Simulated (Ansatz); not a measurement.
HN+ (`[NH+]`) radical. The species carries charge 1 and has multiplicity 2.

```xyz
2

N    -0.322    0.428   -0.075
H     0.322   -0.428    0.075
```

Problem. List the harmonic frequencies (cm⁻¹, unscaled) at PBE0-D4/def2-TZVP in Ansatz. (An estimate is asked.)

Solution. The calculation gave: 2939.

Problem. Is this a minimum?

Solution. Yes, all 1 modes are real.
